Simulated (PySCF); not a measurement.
H2N, SMILES [NH2], doublet (CAM-B3LYP/def2-SVP optimised geometry):

```
3

N     -0.412    -0.507     0.000
H      0.622    -0.507     0.000
H     -0.622     0.507     0.000
```

Method: unrestricted CAM-B3LYP/def2-TZVP (PySCF).

Q: What are the frontier orbital energies (α orbitals alone; a β orbital can be the lowest empty one) and the dipole moment?

A: HOMO-2 -14.69 eV, HOMO-1 -10.96 eV, HOMO -10.62 eV, LUMO 1.75 eV, LUMO+1 3.68 eV; dipole moment 2.00 D.

On the same geometry unrestricted PBE/def2-TZVP (PySCF 2.14.0) gives HOMO-2 -11.46 eV, HOMO-1 -7.71 eV, HOMO -7.36 eV, LUMO 0.19 eV, LUMO+1 2.06 eV; dipole moment 1.91 D.

Meta-Löwdin charges at CAM-B3LYP/def2-TZVP: N1 -0.43, H2 0.22, H3 0.22.
